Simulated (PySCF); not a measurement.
## `C=C/C=C/F`, C4H5F

Cartesian coordinates in Å; atom numbers follow the order of the lines, from 1:
```xyz
10

C    -1.7876   -0.4131   -0.2677
C    -0.6097   -0.2512    0.3330
C     0.5704    0.2755   -0.3141
C     1.7226    0.4218    0.3272
F     2.8111    0.9059   -0.2732
H    -2.6413   -0.8152    0.2629
H    -1.9316   -0.1484   -1.3099
H    -0.5064   -0.5283    1.3798
H     0.5131    0.5604   -1.3604
H     1.8987    0.1720    1.3679
```

Level of theory: quadratic response CAM-B3LYP/def2-TZVPD first hyperpolarisability, Taylor convention, gas phase in PySCF 2.14.0. Geometry: PBE0-D3(BJ)/def2-TZVP.

(1) Give the tensor of the static β(0;0,0) in the axes of these coordinates.

Results:

(1) In au, Taylor convention; rows are the first index (the induced dipole):
```csv
,xx,yy,zz,xy,xz,yz
x,+226.7,+55.4,+16.1,+46.5,-29.3,+1.2
y,+46.5,+43.5,+3.6,+55.4,+1.2,+1.0
z,-29.3,+1.0,-1.1,+1.2,+16.1,+3.6
```
Norm of βᵢ = ⅓ Σⱼ (βᵢⱼⱼ + βⱼᵢⱼ + βⱼⱼᵢ): 313.9 au, hyper-Rayleigh value 120.0 au.
